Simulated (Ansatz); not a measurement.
# AlH4NSi (SMILES [AlH2][N]=[SiH2]): single points off equilibrium

One table from this session's results is given with a row withheld; the runs are named, their logs left out.

The runs use Ansatz 0.2.0, Gaussian basis; single points in def2-TZVPP.

Cores are frozen in the correlated methods.

### The system as given

SMILES `[AlH2][N]=[SiH2]`, 7 atoms, charge 0, spin multiplicity 1.

Atoms are counted from 1 here; the program's logs count them from 0.

Bond lengths: Al1–N2 1.790 Å, Al1–H4 1.508 Å, Al1–H5 1.593 Å, N2–Si3 1.608 Å, Si3–H6 1.574 Å, Si3–H7 1.399 Å. Angles: N2–Al1–H4 125.2°, N2–Al1–H5 124.0°, H4–Al1–H5 110.8°, Al1–N2–Si3 177.4°, N2–Si3–H6 121.7°, N2–Si3–H7 128.4°, H6–Si3–H7 109.9°.

Coordinates:

```xyz
7
AlH4NSi
Al   -1.4109    0.3865   -0.8640
N     0.0920   -0.0003    0.0277
Si    1.4477   -0.4085    0.7908
H    -1.7629   -0.1283   -2.2374
H    -2.5760    1.3091   -0.2892
H     1.7987    0.1624    2.2150
H     2.4453   -1.2964    0.3737
```

Set-up of the first run:

Input file run/in.yaml:

```yaml
crystal:
  periodic: [false, false, false]
  atoms:
    - {symbol: Al, position_ang: [-1.410900, 0.386500, -0.864000]}
    - {symbol: N, position_ang: [0.092000, -0.000300, 0.027700]}
    - {symbol: Si, position_ang: [1.447700, -0.408500, 0.790800]}
    - {symbol: H, position_ang: [-1.762900, -0.128300, -2.237400]}
    - {symbol: H, position_ang: [-2.576000, 1.309100, -0.289200]}
    - {symbol: H, position_ang: [1.798700, 0.162400, 2.215000]}
    - {symbol: H, position_ang: [2.445300, -1.296400, 0.373700]}
basis:
  gaussian: {orbitals: def2-TZVPP}
correlation: {method: ccsd_t}
output: {forces: true}
```

No record of the launch command was kept for these runs.

Steps of the session up to this table: CCSD(T)/def2-TZVPP; PBE0-D4/def2-TZVPP; wB97M-V/def2-TZVPP; r2SCAN-D4/def2-TZVPP; PBE-D4/def2-TZVPP; BHLYP-D4/def2-TZVPP; SPW92/def2-TZVPP.

One of the session's tables, all rows but one given; the rest of the session is left out.

```
   method  RMS force component (eV/Å)  angle to CCSD(T) forces (°)  dipole (D)
  CCSD(T)                       0.975                    reference        3.02
  PBE0-D4                       1.062                          7.6        3.16
  wB97M-V                       1.038                          8.1        3.28
r2SCAN-D4                       1.018                          5.0        3.08
   PBE-D4                       0.978                          6.6        2.92
 BHLYP-D4                           ?                            ?           ?
    SPW92                       1.043                          9.3        2.95
```

Estimate the missing values for BHLYP-D4.

The run gave: RMS force component (eV/Å): 1.119; angle to CCSD(T) forces (°): 13.3; dipole (D): 3.41. In the column «RMS force component (eV/Å)» it is the highest.
